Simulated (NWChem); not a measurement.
Everything below was run with NWChem. System: propyne (C3H4), charge 0, spin multiplicity 1, at a geometry optimised with PBE0/def2-SVP. Level: MP2/cc-pVDZ, 3 core orbitals frozen.

Job file:

```
start mol
memory heap 200 mb stack 900 mb global 1100 mb
geometry units angstroms nocenter noautoz
  C      1.223398    -0.195974     0.000000
  C     -0.211608     0.035339     0.000000
  C     -1.407417     0.225249     0.000000
  H      1.449142    -1.273660     0.000000
  H      1.696606     0.247574     0.889750
  H      1.696606     0.247574    -0.889750
  H     -2.468594     0.390825     0.000000
  symmetry group Cs
end
basis spherical
  * library cc-pvdz
end
scf
  rhf
  nopen 0
  maxiter 100
  thresh 1e-7
  semidirect memsize 60000000 filesize 0
end
mp2
  freeze core 3
end
task mp2 energy
```

Part of the output:

```
             Northwest Computational Chemistry Package (NWChem) 7.3.0
             --------------------------------------------------------

                                NWChem Input Module
                                -------------------

 Scaling coordinates for geometry "geometry" by  1.889725989
 (inverse scale =  0.529177249)

 Turning off AUTOSYM since
 SYMMETRY directive was detected!

                             Geometry "geometry" -> ""
                             -------------------------

 Output coordinates in angstroms (scale by  1.889725989 to convert to a.u.)

  No.       Tag          Charge          X              Y              Z
 ---- ---------------- ---------- -------------- -------------- --------------
    1 C                    6.0000     1.22339800    -0.19597400     0.00000000
    2 C                    6.0000    -0.21160800     0.03533900     0.00000000
    3 C                    6.0000    -1.40741700     0.22524900     0.00000000
    4 H                    1.0000     1.44914200    -1.27366000     0.00000000
    5 H                    1.0000     1.69660600     0.24757400     0.88975000
    6 H                    1.0000     1.69660600     0.24757400    -0.88975000
    7 H                    1.0000    -2.46859400     0.39082500     0.00000000

 Effective nuclear repulsion energy (a.u.)      58.5542181740

            Nuclear Dipole moment (a.u.)
            ----------------------------
        X                 Y               Z
 ---------------- ---------------- ----------------
    -0.0000037795    -0.0000056692     0.0000000000

      Symmetry information
      --------------------

 Group name             Cs
 Group number              2
 Group order               2
 No. of unique centers     6

      Symmetry unique atoms

     1    2    3    4    5    7


 Summary of "ao basis" -> "" (spherical)
 ------------------------------------------------------------------------------
       Tag                 Description            Shells   Functions and Types
 ---------------- ------------------------------  ------  ---------------------
[...]
     1   1 0 0      0.278460      0.000000     -0.000004
     1   0 1 0     -0.047094      0.000000     -0.000006
     1   0 0 1     -0.000000      0.000000      0.000000

     2   2 0 0    -10.249523      0.000000    125.289835
     2   1 1 0     -0.703109      0.000000    -19.126407
     2   1 0 1     -0.000000      0.000000      0.000000
     2   0 2 0    -14.605423      0.000000      8.713005
     2   0 1 1     -0.000000      0.000000      0.000000
     2   0 0 2    -14.716545      0.000000      5.654102

                   NWChem MP2 Semi-direct Energy/Gradient Module
                   ---------------------------------------------

  Basis functions       =     62
  Molecular orbitals    =     62
  Frozen core           =      3
  Frozen virtuals       =      0
  Active alpha occupied =      8
  Active beta occupied  =      8
  Active alpha virtual  =     51
  Active beta virtual   =     51
  Use MO symmetry       = T
  Use skeleton AO sym   = T

  AO/Fock/Back tols     =   1.0D-09  1.0D-09  1.0D-09

 GA uses MA = F    GA memory limited = T

 Available:
  local mem=  1.26D+08
 global mem=  1.44D+08
 local disk=  0.00D+00
  mp2_memr nvloc                    51
  nvloc new                    51
   1 passes of   8:        3145728                      18245                   2715849.
   1 passes of   8: M    126153016           G      144171512           F     123007288.

 Semi-direct pass number   1 of   1  for RHF alpha+beta  at        0.5s
  vrange nnbf                  1953
  mp2_eaftype                    10  avail_ma_in_mb                  1099
 EAF : mp2_eaftype filesize          10    1357924.
  mp2_eaf for mointskh                     10
Node 0 wrote      6.4 Mb in      0.0 s     Agg I/O rate:   816.2 Mb/s
 Done moints_semi at        1.0s
  mp2_eaftype                    10  avail_ma_in_mb                  1089
 EAF : mp2_eaftype filesize          10    1357924.
  mp2_eaf for kh                    10
 Done maket at        1.1s
 Done multipass loop at        1.1s

          -------------------------------------------
          SCF energy                -115.873454154934
          Correlation energy          -0.397811364804
          Singlet pairs               -0.255158678030
          Triplet pairs               -0.142652686773
          Total MP2 energy          -116.271265519737
          -------------------------------------------

          ---------------------------------------------------
                    Spin Component Scaled (SCS) MP2
          Same spin pairs                     -0.095101791182
          Same spin scaling factor             0.333333333333
          Opposite spin pairs                 -0.302709573621
          Opposite spin scaling fact.          1.200000000000
          SCS-MP2 correlation energy          -0.394952085406
          Total SCS-MP2 energy              -116.268406240340
          ---------------------------------------------------

 -----------------------
 Performance information
 -----------------------

 Timer overhead =  1.05D-07 seconds/call

               Nr. of calls         CPU time (s)                 Wall time (s)                GFlops
             ---------------    -------------------     ------------------------------   -------------------
Name         Min   Avg   Max    Min     Avg     Max     Min     Avg     Max   Mx/calls   Min     Max     Sum
mp2: moin     1     1     1   0.57    0.57    0.57     0.57    0.57    0.57    0.57      0.0     0.0     0.0
mp2: make     1     1     1   3.44E-2 3.44E-2 3.44E-2  3.44E-2 3.44E-2 3.44E-2 3.44E-2   0.0     0.0     0.0
mp2: tota     1     1     1   0.62    0.62    0.62     0.62    0.62    0.62    0.62      0.0     0.0     0.0

 The average no. of pstat calls per process was 3.00D+00
 with a timing overhead of 3.15D-07s

 Task  times  cpu:        1.1s     wall:        1.1s

 Total times  cpu:        1.1s     wall:        1.1s
```
